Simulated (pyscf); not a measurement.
`[NH2][Nb]([OH])([Cl])([Cl])[Cl]` → `[NH]=[Nb]([Cl])([Cl])[Cl]` + `[OH2]` (elimination; singlet surface; H–N, Nb–O broken, H–O formed). Optimised with ωB97X-D3(BJ)/def2-SVP in PySCF. Energies in kcal/mol from the reactant's lowest minimum found.

```tsv
level	barrier	reaction energy
ωB97X-D3(BJ)/def2-TZVP	?	+23.1
PBE/def2-TZVP	31.2	+20.7
r²SCAN/def2-TZVP	33.8	+24.7
B3LYP-D3(BJ)/def2-TZVP	35.1	+22.3
PBE0-D3(BJ)/def2-TZVP	?	?
HF/def2-TZVP	44.6	+16.2
```

Question: Complete the blanks.

Answer: 
- ωB97X-D3(BJ)/def2-TZVP, barrier: 36.0
- PBE0-D3(BJ)/def2-TZVP, barrier: 33.6
- PBE0-D3(BJ)/def2-TZVP, reaction energy: +22.2

The functionals in the table span 4.7 kcal/mol in this barrier, from PBE to ωB97X-D3(BJ). On the product side the descent ends in an adduct with a Nb–O contact, 15.3 kcal/mol under the separated species and 28.2 kcal/mol under the saddle at ωB97X-D3(BJ)/def2-TZVP. What is counted as broken (Nb–O) persists as a longer contact in the product adduct; parting that adduct is a step of its own. At the saddle there is also a short H–Nb contact that neither side keeps. One saddle was located; it need not be the lowest between these sides. Elements past Kr carry the def2 core potentials, without spin-orbit coupling.
